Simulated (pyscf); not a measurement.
Optimised with ωB97X-D3(BJ)/def2-SVP in PySCF.

**Question.** Estimate by transition-state theory (the high-pressure limit) the rate constant of [F–SiH=SiH]• (SMILES F[SiH]=[SiH]) + H₂ (SMILES [H][H]) → F–SiH₂–SiH₂• (SMILES F[SiH2][SiH2]) (doublet surface; H–H broken, H–Si, H–Si formed) at 900 K, with ωB97M-D3(BJ)/def2-TZVP energies (ideal gas, 1 atm, RRHO with modes under 100 cm⁻¹ raised to 100, one conformer, R ln 2 for chiral ones without a mode under 150 cm⁻¹; no tunnelling).

**Answer.** The electronic barrier is 26.9 kcal/mol and the thermal terms add +26.6, so ΔG‡ = 53.5 kcal/mol. With k_BT/h = 1.88e+13 s⁻¹ and RT = 1.788 kcal/mol, and a volume of 1.23e-19 cm³ per molecule at 1 atm, k = 2.3e-19 cm³ molecule⁻¹ s⁻¹. The product is born with the 67 kcal/mol of the reverse barrier and needs collisions to keep. Wigner's tunnelling factor for 984i cm⁻¹ would be 1.10. A shift of 1 kcal/mol in the barrier changes k by a factor 1.7. One saddle was located; it need not be the lowest between these sides.
